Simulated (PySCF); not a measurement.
Isomerisation enthalpies of C3H7NO

**Experimental background.**

From CRC Handbook of Chemistry and Physics, for the gas at 298.15 K: enthalpy of formation of `CCC(N)=O` (propanamide) -259 kJ/mol; enthalpy of formation of `CN(C)C=O` (dimethylformamide) -192.4 kJ/mol.

How close the calculation comes is told at the end.

Differences of these values give the isomerisation enthalpies. Geometries: PBE0-D3(BJ)/def2-SVP; runs in PySCF, gas phase, with a dispersion term only where the level names one. Total electronic energies (Eh):

| SMILES | PBE0-D3(BJ)/def2-SVP |
| --- | --- |
| CCC(N)=O | -248.07231 |
| CN(C)C=O | -248.05156 |

Zero-point and thermal terms are left out, so the computed numbers are electronic energies.

**Comparison with experiment**

Relative to `CCC(N)=O`, the lowest by measurement, in kJ/mol (measured: enthalpies at 298.15 K; computed: electronic energies):

| SMILES | measured | PBE0-D3(BJ)/def2-SVP |
| --- | --- | --- |
| CCC(N)=O | 0.0 | 0.0 |
| CN(C)C=O | 66.6 | 54.5 |

Measured values: -259 kJ/mol (298.15 K; CRC Handbook of Chemistry and Physics) for the first row; the others come from the same table. Unsigned miss: PBE0-D3(BJ)/def2-SVP 12.1 kJ/mol. One conformer stands for `CCC(N)=O`, not necessarily the lowest, while the measurement averages over conformers. Where a level misses, the cause wasn't examined.

Shape of the structure used: `[CH3:1][CH2:2][C:3]([NH2:4])=[O:5]`: C1–C2–C3–N4 -178°, H–N4–C3–C2 0°, H–N4–C3–C2 180°.
